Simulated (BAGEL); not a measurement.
**NEVPT2(6,7)/6-31G(d) (density fitting with cc-pvqz-jkfit, spherical functions) run of BH3 (SMILES [H]B([H])[H])**

Aim: the vertical singlet–triplet gap of BH3 at NEVPT2(6,7)/6-31G* (density fitting with cc-pvqz-jkfit, spherical functions), from 2 runs. 

The calculation is run with BAGEL 1.2.2.

2 further runs of the same task are left out: 2 set aside as unsound or not needed.

## 1. Starting point

The species is BH3 (4 atoms), meant as a singlet with charge 0. SMILES: `[H]B([H])[H]`. Geometry: relaxed at GFN2-xTB.

Bond lengths: B1–H2 1.164 Å, B1–H3 1.165 Å, B1–H4 1.165 Å. Angles: H2–B1–H3 120.0°, H2–B1–H4 120.0°, H3–B1–H4 120.0°.

## 2. A single-point energy at NEVPT2(6,7)/6-31G(d) (density fitting with cc-pvqz-jkfit, spherical functions)

The input, nevpt2.json:

```json
{ "bagel": [

{
  "title": "molecule",
  "basis": "6-31gs.json",
  "df_basis": "cc-pvqz-jkfit",
  "angstrom": true,
  "geometry": [
    { "atom": "B", "xyz": [       0.000060,       0.000030,      -0.001400 ] },
    { "atom": "H", "xyz": [       1.163870,      -0.030320,       0.015280 ] },
    { "atom": "H", "xyz": [      -0.555340,       1.023410,      -0.018650 ] },
    { "atom": "H", "xyz": [      -0.608600,      -0.993120,       0.004770 ] }
  ]
},

{
  "title": "hf"
},

{
  "title": "nevpt2",
  "nstate": 1,
  "nact": 7,
  "nclosed": 1,
  "maxiter": 200,
  "natocc": true,
  "ncore": 1
}

]}
```

The basis set 6-31G* is read from a file made from the Basis Set Exchange's data (not shown).

Started as:

```console
BAGEL_NUM_THREADS=1 BAGEL nevpt2.json > nevpt2.out
```

The program printed:

```text
* using 1 threads per process

  ===============================================================
  ===============================================================

  *** Geometry ***

  { "atom" : "B", "xyz" : [      0.000113,      0.000057,     -0.002646 ] },
  { "atom" : "H", "xyz" : [      2.199396,     -0.057296,      0.028875 ] },
  { "atom" : "H", "xyz" : [     -1.049441,      1.933965,     -0.035243 ] },
  { "atom" : "H", "xyz" : [     -1.150087,     -1.876725,      0.009014 ] },

  Number of auxiliary basis functions:      259

  Since a DF basis is specified, we compute 2- and 3-index integrals:
    o Being stored without compression. Storage requirement is 0.001 GB

  Number of basis functions:       20
  Number of electrons      :        8

    * METHOD: MOLECULE                             0.02

  *** RHF ***

  === Nuclear Repulsion ===
     7.6030819077

      * DIIS with orbital gradients will be used.

  === RHF iteration (6-31gs.json) ===
      0        -26.37274332          0.01971649           0.00
      1        -26.38749641          0.00454312           0.00
      2        -26.38849172          0.00025901           0.00
      3        -26.38849813          0.00004399           0.00
      4        -26.38849831          0.00000349           0.00
      5        -26.38849831          0.00000036           0.00
      6        -26.38849831          0.00000006           0.00
      7        -26.38849831          0.00000001           0.00
    * SCF iteration converged.

    * Permanent dipole moment:
           (   -0.000192,    -0.000117,     0.002091) a.u.

    * METHOD: HF                                   0.02

    * freezing 1 orbital
  ---------------------------
      CASSCF calculation
  ---------------------------

    * nstate   :      1
    * nclosed  :      1
    * nact     :      7
    * nvirt    :     12
  === CASSCF iteration (6-31gs.json) ===

    * Using the second-order algorithm

      0  0       -26.40189767     3.28e-03      0.01

      1  0       -26.42825706     4.18e-03      0.02

      2  0       -26.43291400     1.19e-03      0.02

      3  0       -26.43432109     1.02e-03      0.01

      4  0       -26.43486359     5.84e-04      0.01

      5  0       -26.43502552     2.73e-04      0.02

      6  0       -26.43506450     1.19e-04      0.01

      7  0       -26.43507286     5.07e-05      0.01

      8  0       -26.43507456     2.19e-05      0.01

      9  0       -26.43507491     9.77e-06      0.01

     10  0       -26.43507499     5.19e-06      0.01

     11  0       -26.43507502     4.35e-06      0.01

     12  0       -26.43507505     5.00e-06      0.01

     13  0       -26.43507510     6.16e-06      0.01

     14  0       -26.43507517     7.67e-06      0.01

     15  0       -26.43507528     9.55e-06      0.01

     16  0       -26.43507545     1.19e-05      0.01

     17  0       -26.43507571     1.48e-05      0.01

     18  0       -26.43507611     1.84e-05      0.01

     19  0       -26.43507673     2.27e-05      0.01

     20  0       -26.43507768     2.80e-05      0.01

     21  0       -26.43507911     3.44e-05      0.01

     22  0       -26.43508125     4.19e-05      0.01

     23  0       -26.43508440     5.05e-05      0.01

     24  0       -26.43508890     6.00e-05      0.01

     25  0       -26.43509515     7.00e-05      0.01

     26  0       -26.43510348     7.97e-05      0.01

     27  0       -26.43511401     8.81e-05      0.01

     28  0       -26.43512657     9.42e-05      0.01

     29  0       -26.43514067     9.75e-05      0.01

     30  0       -26.43515558     9.80e-05      0.01

     31  0       -26.43517055     9.61e-05      0.01

     32  0       -26.43518477     9.20e-05      0.01

     33  0       -26.43519745     8.56e-05      0.01

     34  0       -26.43520799     7.72e-05      0.01

     35  0       -26.43521616     6.82e-05      0.01

     36  0       -26.43522233     6.24e-05      0.01

     37  0       -26.43522776     6.93e-05      0.01

     38  0       -26.43523597     1.05e-04      0.01

     39  0       -26.43525942     1.95e-04      0.01

     40  0       -26.43536136     4.06e-04      0.01

     41  0       -26.43607999     8.81e-04      0.01

     42  0       -26.43845167     8.18e-04      0.01

     43  0       -26.43890267     2.36e-04      0.01

     44  0       -26.43891690     5.44e-05      0.01

     45  0       -26.43891918     3.22e-05      0.01

     46  0       -26.43891980     1.89e-05      0.01

     47  0       -26.43891998     1.05e-05      0.01

     48  0       -26.43892003     5.73e-06      0.01

     49  0       -26.43892005     3.10e-06      0.01

     50  0       -26.43892005     1.67e-06      0.01

     51  0       -26.43892005     8.99e-07      0.01

     52  0       -26.43892005     4.84e-07      0.01

     53  0       -26.43892005     2.61e-07      0.01

     54  0       -26.43892005     1.40e-07      0.01

     55  0       -26.43892005     7.57e-08      0.01

     56  0       -26.43892005     4.06e-08      0.01

     57  0       -26.43892005     2.19e-08      0.01

     58  0       -26.43892005     1.17e-08      0.01

     59  0       -26.43892005     6.28e-09      0.01

    * Second-order optimization converged. *

     guess   0:   closed 111....              open .......

  === FCI iteration ===

      0  0       -26.38825662     8.77e-03      0.00
      1  0       -26.43701691     2.04e-03      0.00
      2  0       -26.43886457     3.77e-04      0.00
      3  0       -26.43891841     6.23e-05      0.00
      4  0       -26.43892000     1.06e-05      0.00
      5  0       -26.43892005     2.22e-06      0.00
      6  0       -26.43892005     4.62e-07      0.00
      7  0       -26.43892005     7.52e-08      0.00
      8  0       -26.43892005     1.38e-08      0.00
      9  0       -26.43892005     2.36e-09      0.00
     10  0       -26.43892005     4.09e-10      0.00
     11  0 *     -26.43892005     8.18e-11      0.00

     * ci vector, state   0, <S^2> = 0.0000
       222....    -0.9862515763
       22...2.     0.0592265973
       2.2.2..     0.0551967340

  === DF-NEVPT2 calculation ===

    * 3-index integral transformation done
    * assembly done

      NEVPT2 correlation energy:   -0.0298685984      0.00

          (+0)      0.0000000000
          (+0)'     0.0000000000
          (+1)      0.0000000000
          (+1)'     0.0000000000
          (+2)      0.0000000000
          (-1)      0.0000000000
          (-1)'    -0.0111483822
          (-2)     -0.0187202162

      NEVPT2 total energy:        -26.4687886498

    * METHOD: NEVPT2                               1.41

  ===============================================================
```

Wall time 1.7 s (1 thread of AMD EPYC 9R45 (Zen 5), shared host); peak memory 0.2 GiB.

## 3. The triplet, same level

The input, input.json:

```json
{ "bagel" : [

{
  "title" : "molecule",
  "basis" : "6-31gs.json",
  "df_basis" : "cc-pvqz-jkfit",
  "angstrom" : true,
  "geometry" : [
    { "atom" : "B", "xyz" : [       0.000060,       0.000030,      -0.001400 ] },
    { "atom" : "H", "xyz" : [       1.163870,      -0.030320,       0.015280 ] },
    { "atom" : "H", "xyz" : [      -0.555340,       1.023410,      -0.018650 ] },
    { "atom" : "H", "xyz" : [      -0.608600,      -0.993120,       0.004770 ] }
  ]
},

{
  "title" : "hf"
},

{
  "title" : "casscf",
  "nstate" : 1,
  "nact" : 7,
  "nclosed" : 1,
  "nspin" : 2,
  "maxiter" : 200,
  "natocc" : true
},

{
  "title" : "nevpt2",
  "nstate" : 1,
  "nact" : 7,
  "nclosed" : 1,
  "nspin" : 2,
  "maxiter" : 200,
  "natocc" : true,
  "ncore" : 1
}

]}
```

The basis set 6-31G* is read from a file made from the Basis Set Exchange's data (not shown).

Started as:

```console
BAGEL_NUM_THREADS=1 BAGEL input.json > input.out
```

The program printed:

```text
* using 1 threads per process

  ===============================================================
  ===============================================================

  *** Geometry ***

  { "atom" : "B", "xyz" : [      0.000113,      0.000057,     -0.002646 ] },
  { "atom" : "H", "xyz" : [      2.199396,     -0.057296,      0.028875 ] },
  { "atom" : "H", "xyz" : [     -1.049441,      1.933965,     -0.035243 ] },
  { "atom" : "H", "xyz" : [     -1.150087,     -1.876725,      0.009014 ] },

  Number of auxiliary basis functions:      259

  Since a DF basis is specified, we compute 2- and 3-index integrals:
    o Being stored without compression. Storage requirement is 0.001 GB

  Number of basis functions:       20
  Number of electrons      :        8

    * METHOD: MOLECULE                             0.02

  *** RHF ***

  === Nuclear Repulsion ===
     7.6030819077

      * DIIS with orbital gradients will be used.

  === RHF iteration (6-31gs.json) ===
      0        -26.37274332          0.01971649           0.00
      1        -26.38749641          0.00454312           0.00
      2        -26.38849172          0.00025901           0.00
      3        -26.38849813          0.00004399           0.00
      4        -26.38849831          0.00000349           0.00
      5        -26.38849831          0.00000036           0.00
      6        -26.38849831          0.00000006           0.00
      7        -26.38849831          0.00000001           0.00
    * SCF iteration converged.

    * Permanent dipole moment:
           (   -0.000192,    -0.000117,     0.002091) a.u.

    * METHOD: HF                                   0.02

  ---------------------------
      CASSCF calculation
  ---------------------------

    * nstate   :      1
    * nclosed  :      1
    * nact     :      7
    * nvirt    :     12
  === CASSCF iteration (6-31gs.json) ===

    * Using the second-order algorithm

      0  0       -26.17471454     2.52e-02      0.01

      1  0       -26.21205935     4.59e-03      0.02

      2  0       -26.22286636     1.05e-03      0.01

      3  0       -26.22353266     3.39e-04      0.02

      4  0       -26.22355714     1.03e-04      0.01

      5  0       -26.22355862     3.78e-05      0.01

      6  0       -26.22355879     2.24e-05      0.01

      7  0       -26.22355884     1.89e-05      0.01

      8  0       -26.22355887     1.73e-05      0.01

      9  0       -26.22355889     1.60e-05      0.01

     10  0       -26.22355892     1.48e-05      0.01

     11  0       -26.22355894     1.37e-05      0.01

     12  0       -26.22355895     1.27e-05      0.01

     13  0       -26.22355897     1.18e-05      0.02

     14  0       -26.22355898     1.09e-05      0.01

     15  0       -26.22355899     1.01e-05      0.02

     16  0       -26.22355900     9.40e-06      0.01

     17  0       -26.22355900     8.71e-06      0.01

     18  0       -26.22355901     8.07e-06      0.01

     19  0       -26.22355902     7.48e-06      0.01

     20  0       -26.22355902     6.93e-06      0.01

     21  0       -26.22355902     6.42e-06      0.01

     22  0       -26.22355903     5.95e-06      0.01

     23  0       -26.22355903     5.51e-06      0.01

     24  0       -26.22355903     5.11e-06      0.01

     25  0       -26.22355904     4.74e-06      0.01

     26  0       -26.22355904     4.39e-06      0.01

     27  0       -26.22355904     4.07e-06      0.01

     28  0       -26.22355904     3.77e-06      0.01

     29  0       -26.22355904     3.49e-06      0.01

     30  0       -26.22355904     3.24e-06      0.01

     31  0       -26.22355904     3.00e-06      0.01

     32  0       -26.22355905     2.78e-06      0.01

     33  0       -26.22355905     2.57e-06      0.01

     34  0       -26.22355905     2.39e-06      0.01

     35  0       -26.22355905     2.21e-06      0.01

     36  0       -26.22355905     2.05e-06      0.01

     37  0       -26.22355905     1.90e-06      0.01

     38  0       -26.22355905     1.76e-06      0.01

     39  0       -26.22355905     1.63e-06      0.01

     40  0       -26.22355905     1.51e-06      0.01

     41  0       -26.22355905     1.40e-06      0.01

     42  0       -26.22355905     1.30e-06      0.01

     43  0       -26.22355905     1.20e-06      0.02

     44  0       -26.22355905     1.11e-06      0.01

     45  0       -26.22355905     1.03e-06      0.01

     46  0       -26.22355905     9.56e-07      0.01

     47  0       -26.22355905     8.86e-07      0.01

     48  0       -26.22355905     8.21e-07      0.01

     49  0       -26.22355905     7.61e-07      0.01

     50  0       -26.22355905     7.05e-07      0.01

     51  0       -26.22355905     6.54e-07      0.01

     52  0       -26.22355905     6.06e-07      0.01

     53  0       -26.22355905     5.61e-07      0.01

     54  0       -26.22355905     5.20e-07      0.01

     55  0       -26.22355905     4.82e-07      0.01

     56  0       -26.22355905     4.46e-07      0.01

     57  0       -26.22355905     4.14e-07      0.01

     58  0       -26.22355905     3.83e-07      0.01

     59  0       -26.22355905     3.55e-07      0.01

     60  0       -26.22355905     3.29e-07      0.01

     61  0       -26.22355905     3.05e-07      0.01

     62  0       -26.22355905     2.83e-07      0.01

     63  0       -26.22355905     2.62e-07      0.01

     64  0       -26.22355905     2.43e-07      0.01

     65  0       -26.22355905     2.25e-07      0.01

     66  0       -26.22355905     2.09e-07      0.01

     67  0       -26.22355905     1.93e-07      0.01

     68  0       -26.22355905     1.79e-07      0.01

     69  0       -26.22355905     1.66e-07      0.01

     70  0       -26.22355905     1.54e-07      0.01

     71  0       -26.22355905     1.42e-07      0.01

     72  0       -26.22355905     1.32e-07      0.01

     73  0       -26.22355905     1.22e-07      0.01

     74  0       -26.22355905     1.13e-07      0.01

     75  0       -26.22355905     1.05e-07      0.01

     76  0       -26.22355905     9.74e-08      0.01

     77  0       -26.22355905     9.02e-08      0.01

     78  0       -26.22355905     8.36e-08      0.01

     79  0       -26.22355905     7.75e-08      0.01

     80  0       -26.22355905     7.18e-08      0.01

     81  0       -26.22355905     6.65e-08      0.01

     82  0       -26.22355905     6.18e-08      0.01

     83  0       -26.22355905     5.73e-08      0.01

     84  0       -26.22355905     5.31e-08      0.01

     85  0       -26.22355905     4.92e-08      0.01

     86  0       -26.22355905     4.56e-08      0.01

     87  0       -26.22355905     4.22e-08      0.01

     88  0       -26.22355905     3.91e-08      0.01

     89  0       -26.22355905     3.63e-08      0.01

     90  0       -26.22355905     3.36e-08      0.01

     91  0       -26.22355905     3.12e-08      0.01

     92  0       -26.22355905     2.89e-08      0.01

     93  0       -26.22355905     2.67e-08      0.01

     94  0       -26.22355905     2.48e-08      0.01

     95  0       -26.22355905     2.30e-08      0.01

     96  0       -26.22355905     2.13e-08      0.01

     97  0       -26.22355905     1.97e-08      0.01

     98  0       -26.22355905     1.83e-08      0.01

     99  0       -26.22355905     1.69e-08      0.01

    100  0       -26.22355905     1.57e-08      0.01

    101  0       -26.22355905     1.45e-08      0.01

    102  0       -26.22355905     1.35e-08      0.01

    103  0       -26.22355905     1.25e-08      0.01

    104  0       -26.22355905     1.16e-08      0.01

    105  0       -26.22355905     1.07e-08      0.01

    106  0       -26.22355905     9.94e-09      0.01

    * Second-order optimization converged. *

     guess   0:   closed 11.....              open ..11...

  === FCI iteration ===

      0  0       -26.17551615     9.28e-03      0.00
      1  0       -26.22008182     2.59e-03      0.00
      2  0       -26.22325136     7.52e-04      0.00
      3  0       -26.22351619     2.34e-04      0.00
      4  0       -26.22355312     1.07e-04      0.00
      5  0       -26.22355857     3.23e-05      0.00
      6  0       -26.22355900     1.02e-05      0.00
      7  0       -26.22355905     3.14e-06      0.00
      8  0       -26.22355905     9.73e-07      0.00
      9  0       -26.22355905     2.40e-07      0.00
     10  0       -26.22355905     6.36e-08      0.00
     11  0       -26.22355905     3.50e-08      0.00
     12  0       -26.22355905     6.95e-08      0.00
     13  0       -26.22355905     4.03e-08      0.00
     14  0       -26.22355905     7.71e-09      0.00
     15  0       -26.22355905     1.43e-09      0.00
     16  0       -26.22355905     3.26e-10      0.00
     17  0 *     -26.22355905     7.52e-11      0.00

     * ci vector, state   0, <S^2> = 2.0000
       22aa...     0.9799017200
       a2ba..a    -0.0717958647
       a2aba..     0.0649014772
       2.2aa..    -0.0643559800
       ab2a.a.     0.0552406841
       2.aa.2.    -0.0543568604

    * METHOD: CASSCF                               1.49

    * freezing 1 orbital

  === DF-NEVPT2 calculation ===

    * 3-index integral transformation done
    * assembly done

      NEVPT2 correlation energy:   -0.0406943852      0.00

          (+0)      0.0000000000
          (+0)'     0.0000000000
          (+1)      0.0000000000
          (+1)'     0.0000000000
          (+2)      0.0000000000
          (-1)      0.0000000000
          (-1)'    -0.0214617484
          (-2)     -0.0192326368

      NEVPT2 total energy:        -26.2642534352

    * METHOD: NEVPT2                               0.65

  ===============================================================
```

Wall time 2.4 s (1 thread of AMD EPYC 9R45 (Zen 5), shared host); peak memory 0.19 GiB.

## 4. Summary of results

Level: NEVPT2(6,7)/6-31G* (density fitting with cc-pvqz-jkfit, spherical functions), 1 core orbital frozen.

```
                                        quantity         value
                           singlet: total energy  -26.46879 Eh
                           triplet: total energy  -26.26425 Eh
vertical energy of the triplet above the singlet      5.566 eV
```

At this shape the triplet lies 5.57 eV (128 kcal/mol) above the singlet.
